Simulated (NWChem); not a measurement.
Correlation energy of hydrazine (H₄N₂)

SMILES: NN
```xyz
6

N      0.1745    -0.6794     0.0738
N     -0.1745     0.6794     0.0738
H     -0.6458    -1.2306     0.3138
H      0.5122    -1.0120    -0.8307
H      0.6458     1.2306     0.3138
H     -0.5122     1.0120    -0.8307
```
Charge 0, spin multiplicity 1.

The numbers come from NWChem runs, not from measurements. The geometry was optimised at PBE0/def2-SVP, a minimum by its harmonic frequencies. It is one conformer; others weren't searched.

Basis set: STO-3G. Each correlation energy counts from its own Hartree-Fock reference.

```csv
method,correlation energy (mHa),difference from CCSD(T)
CCSD+T(CCSD),-119.1,0.0
CCSD(T),-119.0,0.0
CR-CCSD(T),-119.0,+0.1
MP2,-88.0,+31.0
CR-CCSD[T],-119.0,0.0
SCS-MP2,-98.6,+20.4
CCSDT,-119.2,-0.2
CCSD,-118.4,+0.6
```

The values span 31.3 mHa, from CCSDT (lowest) to MP2 (highest). 

The correlated methods keep 2 core orbitals frozen. Differences from the coupled-cluster row are differences between methods, not errors against experiment.
